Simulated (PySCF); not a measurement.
# H₄NF, a complex of two parts: interaction energy, part 2 of 3

PySCF 2.14.0. Atoms count from 0, parts from 1. The steps go on from the part before.

## 5. Coupled-cluster interaction energy: CCSD(T) and MP2, 1.79 Å

The job: settings as JSON, then the geometry in Å.

```
{"job": {"kind": "intercc", "basis": "aug-cc-pVDZ", "basis_mid": "aug-cc-pVTZ", "basis_large": "aug-cc-pVQZ"}, "charge": 0, "multiplicity": 1, "parts": [{"atoms": "0-1", "charge": 0, "multiplicity": 1}, {"atoms": "2-5", "charge": 0, "multiplicity": 1}]}
F      0.259491    -0.219148    -0.129794
H      1.122486    -0.274156     0.298076
N      2.719501    -0.364790     1.114190
H      3.265137     0.471472     0.944901
H      2.599832    -0.455954     2.115861
H      3.264990    -1.156749     0.795733
```

Level: CCSD(T)/aug-cc-pVDZ and MP2/aug-cc-pVTZ, aug-cc-pVQZ counterpoise interaction energy, frozen core, gas phase.

What it wrote:

```text
part 1, own basis, geometry of the cluster: E = -100.0566824911 (as before)

part 2, own basis, geometry of the cluster: E = -56.2202984250 (as before)

part 1, own basis, relaxed alone: E = -100.0608783161 (as before)

part 2, own basis, relaxed alone: E = -56.2202872689 (as before)

cluster
final grid: 4632 points
cycle   1  E = -156.2945079744  dE = -1.177e-02  |g| = 4.602e-02  |ddm| = 6.572e-01
cycle   2  E = -156.2955985789  dE = -1.091e-03  |g| = 1.757e-02  |ddm| = 9.680e-02
cycle   3  E = -156.2957821974  dE = -1.836e-04  |g| = 6.599e-03  |ddm| = 4.405e-02
cycle   4  E = -156.2957990878  dE = -1.689e-05  |g| = 1.942e-03  |ddm| = 1.316e-02
cycle   5  E = -156.2958006456  dE = -1.558e-06  |g| = 3.811e-04  |ddm| = 4.447e-03
cycle   6  E = -156.2958007041  dE = -5.843e-08  |g| = 1.307e-04  |ddm| = 9.990e-04
cycle   7  E = -156.2958007078  dE = -3.785e-09  |g| = 2.870e-05  |ddm| = 2.062e-04
cycle   8  E = -156.2958007082  dE = -3.629e-10  |g| = 4.874e-06  |ddm| = 8.015e-05
converged SCF energy = -156.2958007082

part 1 in the basis of the cluster
final grid: 4632 points
cycle   1  E = -100.0567610774  dE = -7.939e-05  |g| = 1.930e-03  |ddm| = 3.214e-01
cycle   2  E = -100.0567622543  dE = -1.177e-06  |g| = 2.619e-04  |ddm| = 3.604e-02
cycle   3  E = -100.0567622803  dE = -2.601e-08  |g| = 2.219e-05  |ddm| = 5.292e-03
cycle   4  E = -100.0567622805  dE = -1.560e-10  |g| = 1.105e-05  |ddm| = 1.256e-04
converged SCF energy = -100.0567622805

part 2 in the basis of the cluster
final grid: 4632 points
cycle   1  E = -56.2203562149  dE = -5.871e-05  |g| = 1.578e-03  |ddm| = 4.789e-01
cycle   2  E = -56.2203570119  dE = -7.970e-07  |g| = 2.025e-04  |ddm| = 5.017e-02
cycle   3  E = -56.2203570351  dE = -2.321e-08  |g| = 2.240e-05  |ddm| = 6.973e-03
cycle   4  E = -56.2203570355  dE = -3.907e-10  |g| = 6.734e-06  |ddm| = 3.355e-04
converged SCF energy = -56.2203570355

Interaction energy (kcal/mol)
  counterpoise      -13.067
  uncorrected       -13.634
  dispersion part     0.000
  deformation         1.180
  binding           -11.887

Decomposition of the uncorrected value (kcal/mol)
  electrostatic     -18.962
  Pauli              15.350
  orbital            -8.198
  dispersion          0.000
  correlation        -1.823

Charge of each part in the cluster: -0.037 0.037
part 1, own basis, geometry of the cluster: E = -100.0639934595 (as before)

part 2, own basis, geometry of the cluster: E = -56.2239412791 (as before)

part 1, own basis, relaxed alone: E = -100.0683487601 (as before)

part 2, own basis, relaxed alone: E = -56.2239302124 (as before)

cluster
final grid: 4632 points
cycle   1  E = -156.3053669950  dE = -1.185e-02  |g| = 4.615e-02  |ddm| = 7.690e-01
cycle   2  E = -156.3064653887  dE = -1.098e-03  |g| = 1.774e-02  |ddm| = 9.747e-02
cycle   3  E = -156.3066507098  dE = -1.853e-04  |g| = 6.513e-03  |ddm| = 4.245e-02
cycle   4  E = -156.3066675327  dE = -1.682e-05  |g| = 2.000e-03  |ddm| = 1.347e-02
cycle   5  E = -156.3066690947  dE = -1.562e-06  |g| = 3.908e-04  |ddm| = 4.671e-03
cycle   6  E = -156.3066691587  dE = -6.397e-08  |g| = 1.272e-04  |ddm| = 1.180e-03
cycle   7  E = -156.3066691623  dE = -3.589e-09  |g| = 3.058e-05  |ddm| = 2.255e-04
cycle   8  E = -156.3066691626  dE = -3.839e-10  |g| = 5.041e-06  |ddm| = 1.140e-04
converged SCF energy = -156.3066691626

part 1 in the basis of the cluster
final grid: 4632 points
cycle   1  E = -100.0640488232  dE = -5.580e-05  |g| = 1.526e-03  |ddm| = 4.309e-01
cycle   2  E = -100.0640494762  dE = -6.530e-07  |g| = 1.919e-04  |ddm| = 4.271e-02
cycle   3  E = -100.0640494898  dE = -1.361e-08  |g| = 1.653e-05  |ddm| = 5.956e-03
cycle   4  E = -100.0640494899  dE = -1.076e-10  |g| = 6.355e-06  |ddm| = 2.557e-04
converged SCF energy = -100.0640494899

part 2 in the basis of the cluster
final grid: 4632 points
cycle   1  E = -56.2239600348  dE = -2.007e-05  |g| = 8.744e-04  |ddm| = 5.203e-01
cycle   2  E = -56.2239602773  dE = -2.424e-07  |g| = 1.030e-04  |ddm| = 5.739e-02
cycle   3  E = -56.2239602836  dE = -6.329e-09  |g| = 1.014e-05  |ddm| = 8.317e-03
cycle   4  E = -56.2239602837  dE = -9.801e-11  |g| = 1.186e-06  |ddm| = 5.133e-04
converged SCF energy = -56.2239602837

Interaction energy (kcal/mol)
  counterpoise      -13.302
  uncorrected       -13.668
  dispersion part     0.000
  deformation         1.349
  binding           -11.953

Decomposition of the uncorrected value (kcal/mol)
  electrostatic     -18.952
  Pauli              15.450
  orbital            -8.255
  dispersion          0.000
  correlation        -1.911

Charge of each part in the cluster: -0.037 0.037
part 1 in the basis of the cluster: E(HF) = -100.029387771  E2 = -0.225526969  E(CCSD corr) = -0.228969694  (T) = -0.004459243
part 2 in the basis of the cluster: E(HF) = -56.205900877  E2 = -0.200274782  E(CCSD corr) = -0.215186932  (T) = -0.005572953
cluster: E(HF) = -156.253880130  E2 = -0.427060987  E(CCSD corr) = -0.444635004  (T) = -0.010404594

Counterpoise interaction energy (kcal/mol)
  hf_small                 -11.666
  mp2_small                -12.457
  ccsd_small               -11.966
  ccsdt_small              -12.200
  hf_large                 -11.709
  mp2_large                -13.302
  hf_middle                -11.723
  mp2_middle               -13.067
  scs_mp2_large            -12.570
  mp2_limit                -13.483
  ccsdt_less_mp2             0.256
  ccsdt_limit_estimate     -13.227
  bsse_mp2_large             0.367
```

Run time: 48 s. Hardware: 1 thread of Arm Neoverse N1, shared host; peak memory 0.52 GiB.

Contacts at this geometry (a selection, picked against the atoms' radii; other short pairs can be missing):

| atoms | distance (Å) | kind (by distance and angle) | angle (°) |
| --- | --- | --- | --- |
| H1···N2 | 1.80 | hydrogen bond | 179 |

Differences are taken before rounding.

| method | interaction energy (kcal/mol) | from CCSD(T), limit estimate (kcal/mol) |
| --- | --- | --- |
| HF/aug-cc-pVDZ | -11.67 | +1.56 |
| MP2/aug-cc-pVDZ | -12.46 | +0.77 |
| CCSD/aug-cc-pVDZ | -11.97 | +1.26 |
| CCSD(T)/aug-cc-pVDZ | -12.20 | +1.03 |
| HF/aug-cc-pVQZ | -11.71 | +1.52 |
| MP2/aug-cc-pVQZ | -13.30 | -0.08 |
| SCS-MP2/aug-cc-pVQZ | -12.57 | +0.66 |
| MP2, extrapolated | -13.48 | -0.26 |
| CCSD(T), limit estimate | -13.23 | 0 |

These energies keep the parts at their geometry in the cluster; deforming them to it costs 1.35 kcal/mol (MP2).

## 6. Coupled-cluster interaction energy: CCSD(T) and MP2, 1.55 Å

Settings changed since step 5:

```diff
@@ -3,5 +3,5 @@
 H      1.122486    -0.274156     0.298076
-N      2.719501    -0.364790     1.114190
-H      3.265137     0.471472     0.944901
-H      2.599832    -0.455954     2.115861
-H      3.264990    -1.156749     0.795733
+N      2.501726    -0.352431     1.002902
+H      3.047362     0.483831     0.833613
+H      2.382057    -0.443595     2.004573
+H      3.047215    -1.144390     0.684445
```

Method: CCSD(T)/aug-cc-pVDZ and MP2/aug-cc-pVTZ, aug-cc-pVQZ counterpoise interaction energy, frozen core, gas phase.

What it wrote:

```text
part 1, own basis, geometry of the cluster: E = -100.0566824911 (as before)

part 2, own basis, geometry of the cluster: E = -56.2202984250 (as before)

part 1, own basis, relaxed alone: E = -100.0608783161 (as before)

part 2, own basis, relaxed alone: E = -56.2202872689 (as before)

cluster
final grid: 4632 points
cycle   1  E = -156.2916735144  dE = -2.418e-02  |g| = 6.920e-02  |ddm| = 9.379e-01
cycle   2  E = -156.2938639760  dE = -2.190e-03  |g| = 2.638e-02  |ddm| = 1.490e-01
cycle   3  E = -156.2942175850  dE = -3.536e-04  |g| = 1.210e-02  |ddm| = 6.386e-02
cycle   4  E = -156.2942630247  dE = -4.544e-05  |g| = 2.847e-03  |ddm| = 2.164e-02
cycle   5  E = -156.2942664455  dE = -3.421e-06  |g| = 7.039e-04  |ddm| = 6.694e-03
cycle   6  E = -156.2942665979  dE = -1.524e-07  |g| = 2.063e-04  |ddm| = 1.629e-03
cycle   7  E = -156.2942666092  dE = -1.129e-08  |g| = 3.913e-05  |ddm| = 4.007e-04
cycle   8  E = -156.2942666100  dE = -7.944e-10  |g| = 7.177e-06  |ddm| = 1.360e-04
converged SCF energy = -156.2942666100

part 1 in the basis of the cluster
final grid: 4632 points
cycle   1  E = -100.0567716240  dE = -9.023e-05  |g| = 2.068e-03  |ddm| = 4.231e-01
cycle   2  E = -100.0567730276  dE = -1.404e-06  |g| = 2.875e-04  |ddm| = 4.741e-02
cycle   3  E = -100.0567730600  dE = -3.243e-08  |g| = 3.083e-05  |ddm| = 6.961e-03
cycle   4  E = -100.0567730603  dE = -2.237e-10  |g| = 1.668e-05  |ddm| = 1.493e-04
converged SCF energy = -100.0567730603

part 2 in the basis of the cluster
final grid: 4632 points
cycle   1  E = -56.2203769229  dE = -7.946e-05  |g| = 1.904e-03  |ddm| = 5.428e-01
cycle   2  E = -56.2203779264  dE = -1.004e-06  |g| = 2.324e-04  |ddm| = 5.556e-02
cycle   3  E = -56.2203779529  dE = -2.646e-08  |g| = 2.403e-05  |ddm| = 7.642e-03
cycle   4  E = -56.2203779533  dE = -4.314e-10  |g| = 7.779e-06  |ddm| = 3.971e-04
converged SCF energy = -56.2203779533

Interaction energy (kcal/mol)
  counterpoise      -12.757
  uncorrected       -13.561
  dispersion part     0.000
  deformation         1.180
  binding           -11.577

Decomposition of the uncorrected value (kcal/mol)
  electrostatic     -28.501
  Pauli              34.452
  orbital           -16.799
  dispersion          0.000
  correlation        -2.712

Charge of each part in the cluster: -0.056 0.056
part 1, own basis, geometry of the cluster: E = -100.0639934595 (as before)

part 2, own basis, geometry of the cluster: E = -56.2239412791 (as before)

part 1, own basis, relaxed alone: E = -100.0683487601 (as before)

part 2, own basis, relaxed alone: E = -56.2239302124 (as before)

cluster
final grid: 4632 points
cycle   1  E = -156.3025404005  dE = -2.411e-02  |g| = 6.916e-02  |ddm| = 1.067e+00
cycle   2  E = -156.3047316908  dE = -2.191e-03  |g| = 2.651e-02  |ddm| = 1.413e-01
cycle   3  E = -156.3050866790  dE = -3.550e-04  |g| = 1.197e-02  |ddm| = 6.103e-02
cycle   4  E = -156.3051316753  dE = -4.500e-05  |g| = 2.938e-03  |ddm| = 2.121e-02
cycle   5  E = -156.3051351134  dE = -3.438e-06  |g| = 7.104e-04  |ddm| = 6.923e-03
cycle   6  E = -156.3051352738  dE = -1.604e-07  |g| = 2.121e-04  |ddm| = 1.955e-03
cycle   7  E = -156.3051352855  dE = -1.161e-08  |g| = 4.073e-05  |ddm| = 4.902e-04
cycle   8  E = -156.3051352863  dE = -8.446e-10  |g| = 7.528e-06  |ddm| = 2.007e-04
converged SCF energy = -156.3051352863

part 1 in the basis of the cluster
final grid: 4632 points
cycle   1  E = -100.0640717111  dE = -7.891e-05  |g| = 1.881e-03  |ddm| = 5.847e-01
cycle   2  E = -100.0640725927  dE = -8.815e-07  |g| = 2.307e-04  |ddm| = 5.536e-02
cycle   3  E = -100.0640726105  dE = -1.782e-08  |g| = 1.976e-05  |ddm| = 7.183e-03
cycle   4  E = -100.0640726107  dE = -1.639e-10  |g| = 6.594e-06  |ddm| = 3.279e-04
converged SCF energy = -100.0640726107

part 2 in the basis of the cluster
final grid: 4632 points
cycle   1  E = -56.2239648920  dE = -2.487e-05  |g| = 9.438e-04  |ddm| = 6.480e-01
cycle   2  E = -56.2239651602  dE = -2.682e-07  |g| = 1.075e-04  |ddm| = 6.796e-02
cycle   3  E = -56.2239651666  dE = -6.456e-09  |g| = 1.030e-05  |ddm| = 9.300e-03
cycle   4  E = -56.2239651667  dE = -9.832e-11  |g| = 1.424e-06  |ddm| = 5.568e-04
converged SCF energy = -56.2239651667

Interaction energy (kcal/mol)
  counterpoise      -13.149
  uncorrected       -13.683
  dispersion part     0.000
  deformation         1.349
  binding           -11.801

Decomposition of the uncorrected value (kcal/mol)
  electrostatic     -28.545
  Pauli              34.509
  orbital           -16.758
  dispersion          0.000
  correlation        -2.889

Charge of each part in the cluster: -0.056 0.056
part 1 in the basis of the cluster: E(HF) = -100.029458241  E2 = -0.225717620  E(CCSD corr) = -0.229152904  (T) = -0.004486351
part 2 in the basis of the cluster: E(HF) = -56.205910792  E2 = -0.200713974  E(CCSD corr) = -0.215594083  (T) = -0.005609493
cluster: E(HF) = -156.252197949  E2 = -0.428215944  E(CCSD corr) = -0.445332352  (T) = -0.010557258

Counterpoise interaction energy (kcal/mol)
  hf_small                 -10.560
  mp2_small                -11.680
  ccsd_small               -10.928
  ccsdt_small              -11.217
  hf_large                 -10.729
  mp2_large                -13.149
  hf_middle                -10.740
  mp2_middle               -12.757
  scs_mp2_large            -12.054
  mp2_limit                -13.444
  ccsdt_less_mp2             0.463
  ccsdt_limit_estimate     -12.981
  bsse_mp2_large             0.534
```

Wall time 48 s (1 thread of Arm Neoverse N1, shared host); peak memory 0.52 GiB.

Contacts at this geometry (a selection, picked against the atoms' radii; other short pairs can be missing):

| atoms | distance (Å) | kind (by distance and angle) | angle (°) |
| --- | --- | --- | --- |
| H1···N2 | 1.55 | hydrogen bond | 179 |

| method | interaction energy (kcal/mol) | from CCSD(T), limit estimate (kcal/mol) |
| --- | --- | --- |
| HF/aug-cc-pVDZ | -10.56 | +2.42 |
| MP2/aug-cc-pVDZ | -11.68 | +1.30 |
| CCSD/aug-cc-pVDZ | -10.93 | +2.05 |
| CCSD(T)/aug-cc-pVDZ | -11.22 | +1.76 |
| HF/aug-cc-pVQZ | -10.73 | +2.25 |
| MP2/aug-cc-pVQZ | -13.15 | -0.17 |
| SCS-MP2/aug-cc-pVQZ | -12.05 | +0.93 |
| MP2, extrapolated | -13.44 | -0.46 |
| CCSD(T), limit estimate | -12.98 | 0 |

These energies keep the parts at their geometry in the cluster; deforming them to it costs 1.35 kcal/mol (MP2).

## 7. Coupled-cluster interaction energy: CCSD(T) and MP2, 2.04 Å

Settings changed since step 6:

```diff
@@ -3,5 +3,5 @@
 H      1.122486    -0.274156     0.298076
-N      2.501726    -0.352431     1.002902
-H      3.047362     0.483831     0.833613
-H      2.382057    -0.443595     2.004573
-H      3.047215    -1.144390     0.684445
+N      2.937276    -0.377150     1.225478
+H      3.482912     0.459112     1.056190
+H      2.817607    -0.468314     2.227150
+H      3.482765    -1.169109     0.907021
```

Method: CCSD(T)/aug-cc-pVDZ and MP2/aug-cc-pVTZ, aug-cc-pVQZ counterpoise interaction energy, frozen core, gas phase.

What it wrote:

```text
part 1, own basis, geometry of the cluster: E = -100.0566824911 (as before)

part 2, own basis, geometry of the cluster: E = -56.2202984250 (as before)

part 1, own basis, relaxed alone: E = -100.0608783161 (as before)

part 2, own basis, relaxed alone: E = -56.2202872689 (as before)

cluster
final grid: 4632 points
cycle   1  E = -156.2928177758  dE = -5.925e-03  |g| = 3.191e-02  |ddm| = 4.532e-01
cycle   2  E = -156.2933826621  dE = -5.649e-04  |g| = 1.242e-02  |ddm| = 6.756e-02
cycle   3  E = -156.2934780563  dE = -9.539e-05  |g| = 5.082e-03  |ddm| = 3.013e-02
cycle   4  E = -156.2934885043  dE = -1.045e-05  |g| = 1.337e-03  |ddm| = 9.838e-03
cycle   5  E = -156.2934893035  dE = -7.992e-07  |g| = 2.483e-04  |ddm| = 3.224e-03
cycle   6  E = -156.2934893346  dE = -3.112e-08  |g| = 6.435e-05  |ddm| = 7.075e-04
cycle   7  E = -156.2934893358  dE = -1.210e-09  |g| = 2.380e-05  |ddm| = 1.378e-04
cycle   8  E = -156.2934893360  dE = -1.745e-10  |g| = 3.430e-06  |ddm| = 5.043e-05
converged SCF energy = -156.2934893360

part 1 in the basis of the cluster
final grid: 4632 points
cycle   1  E = -100.0567485428  dE = -6.645e-05  |g| = 1.767e-03  |ddm| = 2.308e-01
cycle   2  E = -100.0567495013  dE = -9.584e-07  |g| = 2.367e-04  |ddm| = 2.636e-02
cycle   3  E = -100.0567495219  dE = -2.065e-08  |g| = 1.635e-05  |ddm| = 3.858e-03
cycle   4  E = -100.0567495220  dE = -1.067e-10  |g| = 3.810e-06  |ddm| = 1.084e-04
converged SCF energy = -100.0567495220

part 2 in the basis of the cluster
final grid: 4632 points
cycle   1  E = -56.2203338783  dE = -3.636e-05  |g| = 1.192e-03  |ddm| = 3.422e-01
cycle   2  E = -56.2203344492  dE = -5.709e-07  |g| = 1.701e-04  |ddm| = 3.610e-02
cycle   3  E = -56.2203344687  dE = -1.949e-08  |g| = 1.962e-05  |ddm| = 5.256e-03
cycle   4  E = -56.2203344690  dE = -3.165e-10  |g| = 4.489e-06  |ddm| = 2.694e-04
converged SCF energy = -56.2203344690

Interaction energy (kcal/mol)
  counterpoise      -11.134
  uncorrected       -11.554
  dispersion part     0.000
  deformation         1.180
  binding            -9.954

Decomposition of the uncorrected value (kcal/mol)
  electrostatic     -12.996
  Pauli               6.775
  orbital            -4.140
  dispersion          0.000
  correlation        -1.194

Charge of each part in the cluster: -0.024 0.024
part 1, own basis, geometry of the cluster: E = -100.0639934595 (as before)

part 2, own basis, geometry of the cluster: E = -56.2239412791 (as before)

part 1, own basis, relaxed alone: E = -100.0683487601 (as before)

part 2, own basis, relaxed alone: E = -56.2239302124 (as before)

cluster
final grid: 4632 points
cycle   1  E = -156.3037131155  dE = -6.006e-03  |g| = 3.215e-02  |ddm| = 5.494e-01
cycle   2  E = -156.3042843712  dE = -5.713e-04  |g| = 1.261e-02  |ddm| = 6.793e-02
cycle   3  E = -156.3043808627  dE = -9.649e-05  |g| = 5.092e-03  |ddm| = 2.862e-02
cycle   4  E = -156.3043914481  dE = -1.059e-05  |g| = 1.394e-03  |ddm| = 1.045e-02
cycle   5  E = -156.3043922692  dE = -8.211e-07  |g| = 2.669e-04  |ddm| = 3.385e-03
cycle   6  E = -156.3043923046  dE = -3.536e-08  |g| = 6.698e-05  |ddm| = 7.725e-04
cycle   7  E = -156.3043923059  dE = -1.300e-09  |g| = 2.485e-05  |ddm| = 1.651e-04
cycle   8  E = -156.3043923061  dE = -1.911e-10  |g| = 3.515e-06  |ddm| = 6.336e-05
converged SCF energy = -156.3043923061

part 1 in the basis of the cluster
final grid: 4632 points
cycle   1  E = -100.0640329676  dE = -3.982e-05  |g| = 1.271e-03  |ddm| = 3.335e-01
cycle   2  E = -100.0640334705  dE = -5.029e-07  |g| = 1.632e-04  |ddm| = 3.549e-02
cycle   3  E = -100.0640334809  dE = -1.039e-08  |g| = 1.358e-05  |ddm| = 4.997e-03
cycle   4  E = -100.0640334810  dE = -6.369e-11  |g| = 6.058e-06  |ddm| = 1.754e-04
converged SCF energy = -100.0640334810

part 2 in the basis of the cluster
final grid: 4632 points
cycle   1  E = -56.2239549107  dE = -1.488e-05  |g| = 7.250e-04  |ddm| = 3.773e-01
cycle   2  E = -56.2239551060  dE = -1.953e-07  |g| = 9.251e-05  |ddm| = 4.346e-02
cycle   3  E = -56.2239551116  dE = -5.663e-09  |g| = 9.364e-06  |ddm| = 6.624e-03
cycle   4  E = -56.2239551117  dE = -8.444e-11  |g| = 1.102e-06  |ddm| = 3.852e-04
converged SCF energy = -56.2239551117

Interaction energy (kcal/mol)
  counterpoise      -11.281
  uncorrected       -11.532
  dispersion part     0.000
  deformation         1.349
  binding            -9.933

Decomposition of the uncorrected value (kcal/mol)
  electrostatic     -12.984
  Pauli               6.851
  orbital            -4.195
  dispersion          0.000
  correlation        -1.204

Charge of each part in the cluster: -0.024 0.024
part 1 in the basis of the cluster: E(HF) = -100.029361874  E2 = -0.225399664  E(CCSD corr) = -0.228842870  (T) = -0.004436371
part 2 in the basis of the cluster: E(HF) = -56.205832120  E2 = -0.199982286  E(CCSD corr) = -0.214930797  (T) = -0.005540642
cluster: E(HF) = -156.251644628  E2 = -0.426158467  E(CCSD corr) = -0.444060806  (T) = -0.010240277

Counterpoise interaction energy (kcal/mol)
  hf_small                 -10.323
  mp2_small                -10.810
  ccsd_small               -10.503
  ccsdt_small              -10.668
  hf_large                 -10.293
  mp2_large                -11.281
  hf_middle                -10.294
  mp2_middle               -11.133
  scs_mp2_large            -10.805
  mp2_limit                -11.390
  ccsdt_less_mp2             0.142
  ccsdt_limit_estimate     -11.248
  bsse_mp2_large             0.251
```

It took 48 s on 1 thread of Arm Neoverse N1, shared host; peak memory 0.52 GiB.

Contacts at this geometry (a selection, picked against the atoms' radii; other short pairs can be missing):

| atoms | distance (Å) | kind (by distance and angle) | angle (°) |
| --- | --- | --- | --- |
| H1···N2 | 2.04 | hydrogen bond | 179 |

Differences are taken before rounding.

| method | interaction energy (kcal/mol) | from CCSD(T), limit estimate (kcal/mol) |
| --- | --- | --- |
| HF/aug-cc-pVDZ | -10.32 | +0.92 |
| MP2/aug-cc-pVDZ | -10.81 | +0.44 |
| CCSD/aug-cc-pVDZ | -10.50 | +0.74 |
| CCSD(T)/aug-cc-pVDZ | -10.67 | +0.58 |
| HF/aug-cc-pVQZ | -10.29 | +0.95 |
| MP2/aug-cc-pVQZ | -11.28 | -0.03 |
| SCS-MP2/aug-cc-pVQZ | -10.80 | +0.44 |
| MP2, extrapolated | -11.39 | -0.14 |
| CCSD(T), limit estimate | -11.25 | 0 |

These energies keep the parts at their geometry in the cluster; deforming them to it costs 1.35 kcal/mol (MP2).

[end of part 2 of 3]
